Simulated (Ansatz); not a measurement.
System: 2H MoS2. Method: r²SCAN+rVV10 (Ansatz, a first-principles code, PAW).

Settings: plane-wave cutoff 560 eV, 12×12×4 k mesh (along the axes of the cell as run), Fermi–Dirac smearing 0.01 eV, no spin polarisation, scalar-relativistic PAW data made under PBE.

The cell is scaled about its equilibrium volume:

Shape and atoms are relaxed at each volume.

```tsv
V (Å³/atom)	P (GPa)	direct gap at Γ (eV)	smallest gap on the k mesh (eV)	c (Å)
17.348	2.12	2.169	0.864	12.070
17.709	0.93	2.203	0.944	12.246
18.070	0.00	2.242	1.023	12.435
18.432	-0.69	2.283	1.101	12.635
18.793	-1.18	2.327	1.135	12.844
```

The fundamental gap (1.01 eV at the equilibrium volume, with added k points) lies elsewhere than Γ–Γ.

Note: the bulk modulus comes from volumes at which shape and atoms were relaxed.

Spin–orbit coupling is not included.
